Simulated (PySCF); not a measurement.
This PySCF input (PBE0/aug-cc-pVDZ) gives -56.83750 Eh with 59 basis functions.

```python
import numpy as np, basis_set_exchange as bse
from pyscf import gto, scf, dft, df

basis = {'H': gto.basis.parse(bse.get_basis('aug-cc-pVDZ', elements=['H'], fmt='nwchem')), 'N': gto.basis.parse(bse.get_basis('aug-cc-pVDZ', elements=['N'], fmt='nwchem'))}
mol = gto.M(
    atom='''
    N    -0.00000000    0.00000000    0.00000000
    H     0.01428541    0.96188359   -0.35397200
    H     0.83339821   -0.49769460   -0.32934452
    H    -0.84032710   -0.47735428   -0.34161902
    H    -0.00735652    0.01316529    1.02493554
    ''',
    basis=basis,
    charge=1,
    verbose=4,
    max_memory=2160,
)
mf = dft.RKS(mol, xc='pbe0')
mf.grids.level = 3
mf = mf.density_fit(auxbasis=df.autoaux(mol))
mf.conv_tol = 1e-9
mf.max_cycle = 100
print('smallest overlap eigenvalue', np.linalg.eigvalsh(mol.intor('int1e_ovlp'))[0])
mf.kernel()
dip = mf.dip_moment()
```

Change:
```diff
- basis = {'H': gto.basis.parse(bse.get_basis('aug-cc-pVDZ', elements=['H'], fmt='nwchem')), 'N': gto.basis.parse(bse.get_basis('aug-cc-pVDZ', elements=['N'], fmt='nwchem'))}
+ basis = {'H': gto.basis.parse(bse.get_basis('aug-cc-pVTZ', elements=['H'], fmt='nwchem')), 'N': gto.basis.parse(bse.get_basis('aug-cc-pVTZ', elements=['N'], fmt='nwchem'))}
```

Question: What does the run give now?

Answer: -56.85501 Eh (PBE0/aug-cc-pVTZ, 138 functions), a change of -17.51 mEh.
